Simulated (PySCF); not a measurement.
Compound: C2H3N2P.
SMILES: `C1=NNC=P1`

The closed-shell ground state was solved at several levels (PySCF, density fitting, gas phase, non-relativistic). Isolated species at its PBE0-D3(BJ)/def2-SVP geometry, gas phase.

```csv
level,basis functions,HOMO (eV),LUMO (eV),gap (eV),dipole (D)
PBE0/pcSseg-1,107,-7.10,-0.62,6.48,2.42
wB97X-D/pcSseg-2,229,-8.84,1.04,9.88,2.46
```

(1) What might CAM-B3LYP/def2-SVPD (128 basis functions) give for the same quantities?

(2) Over all these levels, which gives the widest orbital gap and which the narrowest?

(3) How far do the dipole and the HOMO energy spread over the levels?

## Answers

(1) HOMO -8.25 eV, LUMO 0.47 eV, gap 8.72 eV, dipole 2.35 D.

(2) wB97X-D/pcSseg-2 (range-separated hybrid) has the widest, 9.88 eV, and PBE0/pcSseg-1 (global hybrid, 25 % exact exchange) the narrowest, 6.48 eV. Functional and basis both differ between the two, so the spread mixes both effects.

(3) The dipole runs from 2.35 to 2.46 D (mean 2.41 D) and the HOMO from -8.84 to -7.10 eV.
